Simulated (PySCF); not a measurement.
CH₃Cl, optimised at PBE/def2-SVP:

```xyz
5

C     -0.0146     0.0081    -0.0142
Cl    -0.0173     0.7165    -1.6586
H     -0.0210    -1.0947    -0.0944
H      0.8940     0.3392     0.5219
H     -0.9152     0.3492     0.5291
```

Energies from PySCF (xtb for GFN2), thermal terms from the rigid-rotor harmonic-oscillator model, ideal gas at 1 bar. 6-31G* has spherical d functions here. All species are closed-shell singlets. B3LYP is the form with VWN-RPA correlation.

Problem. List the harmonic frequencies (cm⁻¹, unscaled) at this level and at the other levels, each on its own geometry.

Solution. 
- PBE/def2-SVP: 726, 980, 980, 1314, 1406, 1406, 2993, 3108, 3108
- B3LYP/6-31G*: 718, 1045, 1045, 1414, 1511, 1511, 3096, 3195, 3195
- GFN2-xTB: 711, 1000, 1000, 1315, 1442, 1442, 3031, 3044, 3044
- HF/6-31G*: 776, 1138, 1138, 1538, 1630, 1630, 3264, 3369, 3369
- PBE0/def2-TZVP: 756, 1030, 1030, 1378, 1477, 1477, 3085, 3187, 3187
